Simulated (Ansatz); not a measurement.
Nb3Sb2: from a trial structure to a relaxed crystal

Computed with DFT PBE, scalar-relativistic, plane waves, PAW in Ansatz. Cutoff 420 eV, Γ-centred k mesh, Gaussian smearing, no spin polarisation in the final step.

The start puts Nb3Sb2 on the A-type sesquioxide structure type (P-3m1, No. 164), with Sb in place of La, Nb in place of O, at a guessed volume.

```
Nb Sb
1.0
     4.21678    0.00000    0.00000
    -2.10839    3.65184    0.00000
     0.00000    0.00000    6.56062
Nb Sb
3 2
Cartesian
  0.0000 0.0000 0.0000
  0.0000 2.4346 4.2316
  2.1084 1.2173 2.3290
  0.0000 2.4346 1.6074
  2.1084 1.2173 4.9533
```

Cell and atoms relax at zero pressure; the relaxation can't lower the symmetry of the start. After a coarse first stage the cell is made exact in the group found at 0.06 Å.

Formation energies are uncorrected and refer to the elements' standard structures at the same level.

Task: Which crystal results?

Result: It keeps P-3m1 (No. 164). The result has the A-type sesquioxide structure. Conventional cell: a = 4.249 Å, c = 7.196 Å. Around Nb on Wyckoff site a (1 atom of the primitive cell) lie 6 Sb at 2.88 Å; Nb on Wyckoff site d (2 atoms of the primitive cell) is coordinated by 4 Sb at 2.79–2.87 Å and 3 Nb at 2.90 Å; around Sb lie 7 Nb at 2.79–2.88 Å.

```
Nb Sb
1.0
     4.24945    0.00000    0.00000
    -2.12472    3.68013    0.00000
     0.00000    0.00000    7.19574
Nb Sb
3 2
Direct
  0.00000 0.00000 0.00000
  0.33333 0.66667 0.60724
  0.66667 0.33333 0.39276
  0.33333 0.66667 0.20906
  0.66667 0.33333 0.79094
```

Task: What are its volume, energy, density and gap?

Result: The volume per atom is 22.51 Å³. The density is 7.71 g/cm³. The energy over the elements is 0.29 eV/atom. The gap on the 12×12×6 mesh is 0 eV (a metal).

The final run used a 12×12×6 mesh on its 5-atom cell and 0.10 eV smearing. The k mesh leaves about 4 meV/atom of noise in metals. Spin–orbit coupling is left out. A structure relaxed within its symmetry needn't be a true minimum.

Cost: 3 runs of about 6.4 core-minutes in all, on Arm Neoverse V1 (shared hosts).